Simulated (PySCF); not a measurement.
C5H12P (charge +1).
Numbering: `[CH3:1][C@@H:2]1[C@H:3]([CH3:4])[P@H+:5]1[CH3:6]`

NICS is the negative of the GIAO shielding at a point without a nucleus: at the ring centre (0) and 1 Å above and below it (1); zz is the component along the ring normal. Level: GIAO PBE0/pcSseg-1 (PySCF, non-relativistic, gas phase) on the GFN2-xTB geometry, one conformer.

Ring bond lengths (Å), with Mayer bond orders in brackets: C2–C3 1.545 (0.83), C3–P5 1.813 (0.93), P5–C2 1.814 (0.93).

**Question.** Give the NICS values of each ring in ppm.

**Answer.** 
```tsv
ring	type	NICS(0)	NICS(1), two faces	NICS(1)zz, two faces	rms pucker (Å)	centre to ring atoms, mean (Å)
C2–C3–P5	3-membered ring with P; formal bonds all single	-33.6	-8.5 / -7.9	-18.3 / -16.5	0.00	1.00
```

**Question.** What can be read from them?

**Answer.** 
- C2–C3–P5: mean NICS(1)zz -17.4 ppm, shielded. C2, C3, P5 have four or more neighbours; no verdict on aromaticity is drawn. NICS(0) lies 25 ppm below the mean NICS(1).

**Question.** What are the shieldings of the ring atoms and their hydrogens in the same run (means over atoms taken as equivalent)?

**Answer.** 
```tsv
atoms	environment	σ isotropic (ppm)
C2 (×2)	sp3 carbon bound to phosphorus	157.0
P5	phosphonium phosphorus	461.9
H on C2 (×2)	methine hydrogen	28.84
H on P5	P–H hydrogen	28.23
```

Hardware: an Arm Neoverse N1 with one thread, shared host with 32 logical CPUs at a one-minute load of 24. Cost: 43 s of wall time (with the writing of density and orbital grids), 0.77 GiB resident at most. This is the whole shielding run at PBE0/pcSseg-1, SCF included.
